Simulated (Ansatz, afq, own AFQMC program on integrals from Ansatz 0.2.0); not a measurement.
Two steps: Ansatz 0.2.0 writes the Fock matrix and Cholesky factors of the valence space, and afq projects on them the lowest state that overlaps trial and start.

```yaml
crystal:
  periodic: [false, false, false]
  atoms:
    - {symbol: B, position_ang: [0.000000, 0.000000, 2.466609]}
    - {symbol: B, position_ang: [0.000000, 0.000000, -3.034391]}
    - {symbol: H, position_ang: [0.000000, 1.047868, 3.044971]}
    - {symbol: H, position_ang: [0.000000, -1.047868, 3.044971]}
basis:
  gaussian: {orbitals: 6-31G}
magnetization: {spin_polarized: true, initial_magnetization: 2}
correlation: {method: ccsd_t, electrons: outside_noble_gas, hamiltonian_folder: ham}
```

```sh
$ ansatz run in.yaml --threads 1 --pin off --events-out ev --progress --plain --max-ram 24576MiB --backend cuda --devices 0, --max-vram 18GiB
```

afq runs on the folder ham with

```
--method phaseless --trial mp1 --walkers 160 --populations 1 --least-time 40 --time-step 0.01 --steps-per-block 25 --equilibration-blocks 40 --max-blocks 160 --target-error 0.00136 --factor-cut 1e-05 --start determinant --seed 7471 --taylor-order 8
```

Times are imaginary, in 1/Eh. The walk had a cap of 60 s.

Log:

```
orbitals 20  electrons 5 3  factors 104 of 316
reference energy -50.25818420 Eh
CCSD correlation -0.09484301 Eh in 12 cycles, weight of the determinant in the CISD state 0.9124
energy of the start -50.319825 Eh
 block  time / (1/Eh)  mean weight  energy / Eh
     1     0.250  0.9989  -50.327532
     2     0.500  1.0006  -50.333533
     3     0.750  0.9984  -50.337381
     4     1.000  1.0005  -50.339997
     5     1.250  1.0009  -50.341651
     7     1.750  1.0008  -50.346100
     9     2.250  1.0000  -50.347232
    11     2.750  1.0015  -50.348902
    21     5.250  0.9996  -50.352675
    31     7.750  1.0005  -50.352160
    41    10.250  1.0008  -50.346968
    51    12.750  1.0000  -50.352462
    61    15.250  1.0010  -50.355111
    71    17.750  1.0003  -50.357479
    81    20.250  0.9988  -50.348789
    91    22.750  1.0001  -50.351407
   101    25.250  1.0006  -50.351722
   106    26.500  0.9975  -50.365515
   111    27.750  0.9988  -50.353773
   121    30.250  0.9969  -50.352818
   131    32.750  0.9993  -50.355712
   141    35.250  1.0012  -50.351385
   151    37.750  1.0018  -50.349145
   161    40.250  0.9975  -50.351036
   171    42.750  1.0002  -50.348211
   181    45.250  1.0008  -50.350511
   191    47.750  0.9992  -50.345514
   196    49.000  1.0006  -50.352852
blocks merged  error / Eh  count
     1  0.000227  160
     2  0.000300  80
     4  0.000352  40
     8  0.000408  20
    16  0.000371  10
energy -50.351490 +/- 0.000408 Eh
(rows thinned)
```

The run passed its tests (sampling time, drift between the halves within three errors, error under three times the target), which doesn't prove that it has relaxed. The second half of the sampling lies above the first by 2.2 errors of their difference, so the energy may still be moving and its error bar be too small.

Against this walk (error 11.1 meV) on the same determinant: CCSD(T) 67.2 meV lower, CCSDT(Q) 79.5 meV lower, CCSDTQ 79.5 meV lower, full CI 79.5 meV lower, a separate phaseless walk with a CISD trial and standard settings 72.5 ± 11.2 meV lower. The error is statistical and leaves out the bias of the constraint. Full CI is exact here, so the walk's 79 meV above it is the walk's own error: the bias of the constraint with this trial, or a walk that hasn't relaxed. It lies above even CCSD, by 42 meV.

Cautions: constraint bias not in the error; lower spins were not checked; the time-step error isn't removed.

The walk took 27 s on 1 × NVIDIA H100 80GB HBM3 with 2 threads of AMD EPYC 7R13 Processor (Zen 3), with other jobs on the host (the card was shared). The log's last line is the phaseless energy.

CCSDT and higher add their correlation energy to the determinant of the CCSD(T) run, since their own runs factorise the integrals more tightly (a shift of under 2 meV). A walk keeps the symmetry of its determinant, which the program's search chose and which needn't be the lowest solution, so a lower state of the same spin and another symmetry isn't excluded.
